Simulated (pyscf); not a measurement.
Atom transfer: `[OH][SiH]([F])[Cl]` + `[H]` [doublet] → `[OH][SiH][Cl]` [doublet] + `[FH]`

Gas phase, doublet surface, charge 0. Bonds broken: Si2–F7. Bonds formed: H5–F7. PySCF, gas phase, ωB97X-D3(BJ)/def2-SVP geometries. MP2 and CC: frozen core, UHF for open shells. ΔMP2 is the change of the MP2 total energy from the triple- to the quadruple-zeta basis.

Transition state (Å):

```xyz
7

O     -1.7001     0.7710    -0.5582
Si    -0.4785    -0.0256     0.1981
Cl    -0.8432    -2.0054     0.5820
H     -1.8532     0.5376    -1.4814
H      0.9947     0.0497    -0.6044
H     -0.3293     0.6646     1.5068
F      0.4489    -0.3775    -1.6296
```

One imaginary mode, 766i cm⁻¹; descent along it reached the two sides named, in the forms told below.

```csv
bond,change,reactant side (Å),saddle,product side
Si2–F7,breaks,1.616,2.080,3.3
H5–F7,forms,3.2,1.238,0.935
```

Electronic energies relative to the separated reactants (kcal/mol):

| level | barrier | reaction energy | reverse barrier |
|---|---|---|---|
| ωB97X-D3(BJ)/def2-TZVP | 39.0 | +22.8 | 16.2 |
| PBE/def2-TZVP | 29.9 | +17.7 | 12.2 |
| r²SCAN/def2-TZVP | 33.2 | +20.4 | 12.8 |
| B3LYP-D3(BJ)/def2-TZVP | 35.2 | +18.8 | 16.3 |
| PBE0-D3(BJ)/def2-TZVP | 35.5 | +19.7 | 15.8 |
| M06-2X/def2-TZVP | 43.4 | +22.4 | 21.0 |
| ωB97M-D3(BJ)/def2-TZVP | 39.6 | +23.1 | 16.6 |
| HF/def2-TZVP | 61.9 | +27.6 | 34.3 |
| MP2/def2-QZVPP | 46.6 | +24.2 | 22.4 |
| CCSD/def2-TZVPP | 44.1 | +20.3 | 23.8 |
| CCSD(T)/def2-TZVPP | 42.2 | +20.6 | 21.7 |
| CCSD(T)/def2-TZVPP + ΔMP2(QZVPP) | 42.1 | +20.6 | 21.5 |

With CCSD(T)/def2-TZVPP + ΔMP2(QZVPP) energies and thermal terms (ideal gas, 1 atm, RRHO with modes under 100 cm⁻¹ raised to 100, one conformer, R ln 2 for chiral ones without a mode under 150 cm⁻¹), in kcal/mol:

```tsv
T (K)	ΔH‡	ΔG‡	ΔH	ΔG
298	43.0	50.1	+23.8	+20.8
600	42.3	57.6	+23.1	+17.9
900	41.8	65.4	+22.2	+15.5
1200	41.3	73.3	+21.3	+13.3
```

On the product side the descent ends in a complex, 7.1 kcal/mol under the separated species and 23.3 kcal/mol under the saddle at ωB97X-D3(BJ)/def2-TZVP. At the saddle there is also a short H–Si contact that neither side keeps. This is the saddle that the search found; another between the same sides may lie lower. The angle at the transferred F is 54°: a side-on saddle, likely not the lowest. The CCSD(T) − MP2 part came from Ansatz, without density fitting, on the same reference.
